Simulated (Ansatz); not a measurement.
# C₂H₅Cl (singlet): from Hartree-Fock to the top rungs, cc-pV(T+d)Z

An exercise on one series of results from a longer session: the logs are not shown, and one member is left open.

The runs use Ansatz 0.2.0, Gaussian basis; cc-pV(T+d)Z, core rule «outside noble gas», up to 7 orbitals frozen.

To be run: UHF; CCSD(T) on RHF; BCCD(T) on RHF.

14 further runs of the same task are left out: 1 that didn't finish, 13 set aside as unsound or not needed.

### What is computed

The geometry is an MP2(full)/6-31G* stationary point (not a proven minimum).

8 atoms, charge 0, spin multiplicity 1.

Atoms are counted from 1 here; the program's logs count them from 0.

Bond lengths: C1–C2 1.514 Å, C1–Cl3 1.789 Å, C1–H4 1.090 Å, C1–H5 1.090 Å, C2–H6 1.094 Å, C2–H7 1.091 Å, C2–H8 1.091 Å. Angles: C2–C1–Cl3 111.4°, C2–C1–H4 111.5°, C2–C1–H5 111.5°, Cl3–C1–H4 106.8°, Cl3–C1–H5 106.8°, H4–C1–H5 108.6°, C1–C2–H6 109.5°, C1–C2–H7 110.9°, C1–C2–H8 110.9°, H6–C2–H7 108.5°, H6–C2–H8 108.5°, H7–C2–H8 108.5°.

The first run:

Input file in.yaml:

```yaml
crystal:
  periodic: [false, false, false]
  atoms:
    - {symbol: C, position_ang: [0.094654, 0.894570, 0.000000]}
    - {symbol: C, position_ang: [1.600481, 0.734766, 0.000000]}
    - {symbol: Cl, position_ang: [-0.728899, -0.693036, 0.000000]}
    - {symbol: H, position_ang: [-0.250325, 1.428583, 0.885248]}
    - {symbol: H, position_ang: [-0.250325, 1.428583, -0.885248]}
    - {symbol: H, position_ang: [2.071557, 1.721811, 0.000000]}
    - {symbol: H, position_ang: [1.933900, 0.191184, 0.885398]}
    - {symbol: H, position_ang: [1.933900, 0.191184, -0.885398]}
basis:
  gaussian: {orbitals: "cc-pV(T+d)Z.json"}
magnetization: {spin_polarized: true, initial_magnetization: 0}
hamiltonian: {xc: hf}
output: {orbitals: {seedname: orbitals}}
```

Run with:

```
ansatz run in.yaml --threads 1 --pin off --events-out ev --progress --plain --max-ram 4096MiB --backend cpu
```

Steps of the session up to this table: UHF; CCSD(T) on RHF; BCCD(T) on RHF.

One of the session's tables, all rows but one given; the rest of the session is left out.

```
  method  from RCCSD(T) (kcal/mol)
     RHF                   +383.72
    RMP2                    +40.16
   RCCSD                    +14.50
RCCSD(T)                         0
 BCCD(T)                         ?
```

Q: Estimate the row for BCCD(T) from the others.

As computed: from RCCSD(T) (kcal/mol): -0.07. In the column «from RCCSD(T) (kcal/mol)» it is the lowest.

With the free atoms at the same levels and basis (separate runs), the atomisation energy is 29.313 eV at RCCSD(T), 22.643 eV at RHF.
